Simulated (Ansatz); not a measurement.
Geometry optimisation, RKS B3LYP-D4/STO-3G in Ansatz 0.2.0.

The input (input.yaml):

```yaml
crystal:
  periodic: [false, false, false]
  atoms:
    - { symbol: C, position_ang: [-2.0244, -1.4143, -0.7837] }
    - { symbol: C, position_ang: [-1.2366, -0.6591, -0.0348] }
    - { symbol: C, position_ang: [0.2164, -0.5313, -0.3118] }
    - { symbol: C, position_ang: [1.1164, -1.0372, 0.9012] }
    - { symbol: C, position_ang: [0.6511, 0.8949, -0.7119] }
    - { symbol: C, position_ang: [0.4535, 1.979, 0.3806] }
    - { symbol: H, position_ang: [-3.1031, -1.4225, -0.5499] }
    - { symbol: H, position_ang: [-1.692, -1.8937, -1.6785] }
    - { symbol: H, position_ang: [-1.6287, -0.1197, 0.8771] }
    - { symbol: H, position_ang: [0.512, -1.1746, -1.1266] }
    - { symbol: H, position_ang: [2.1088, -0.9415, 0.7553] }
    - { symbol: H, position_ang: [0.8561, -2.1027, 1.0936] }
    - { symbol: H, position_ang: [0.7399, -0.4856, 1.8101] }
    - { symbol: H, position_ang: [1.68, 0.9157, -0.9733] }
    - { symbol: H, position_ang: [0.0794, 1.1856, -1.5805] }
    - { symbol: H, position_ang: [0.7637, 2.9765, 0.0147] }
    - { symbol: H, position_ang: [1.0743, 1.7839, 1.2657] }
    - { symbol: H, position_ang: [-0.604, 2.0578, 0.7045] }
basis:
  gaussian: { orbitals: STO-3G }
hamiltonian:
  xc: b3lyp
  dispersion: d4
relax:
  f_tol: 0.02
  max_steps: 40
```

Launched with:

```bash
$ ansatz run input.yaml --threads 1 --pin off --max-ram 2048MiB --backend cpu --events-out ev --progress --plain --runs-dir out
```

Q: Where does it end, and by what steps?

A: It converged. Limits of this set-up: minimal basis. After 8 steps the energy has fallen by 0.556 eV; H17 moved furthest, 0.13 Å.

```csv
step,energy less start (eV),largest force component (eV/Å),accepted
0,0.0000,6.911,yes
1,-0.4373,1.329,yes
2,-0.5312,0.764,yes
3,-0.5500,0.183,yes
4,-0.5430,0.247,no
5,-0.5554,0.049,yes
6,-0.5558,0.033,yes
7,-0.5561,0.025,yes
8,-0.5562,0.013,yes
```

```xyz
18
Properties=species:S:1:pos:R:3
C -2.092 -1.325 -0.788
C -1.228 -0.669 -0.008
C 0.280 -0.555 -0.293
C 1.109 -1.058 0.932
C 0.680 0.909 -0.707
C 0.398 1.988 0.376
H -3.161 -1.383 -0.553
H -1.769 -1.839 -1.702
H -1.581 -0.169 0.906
H 0.512 -1.207 -1.156
H 2.186 -0.953 0.735
H 0.891 -2.119 1.129
H 0.861 -0.483 1.836
H 1.757 0.914 -0.953
H 0.131 1.171 -1.628
H 0.709 2.978 0.009
H 0.953 1.777 1.301
H -0.674 2.033 0.616
```

The run took 36 s on 1 thread of Arm Neoverse V2, on a shared host, peak memory 0.12 GiB.
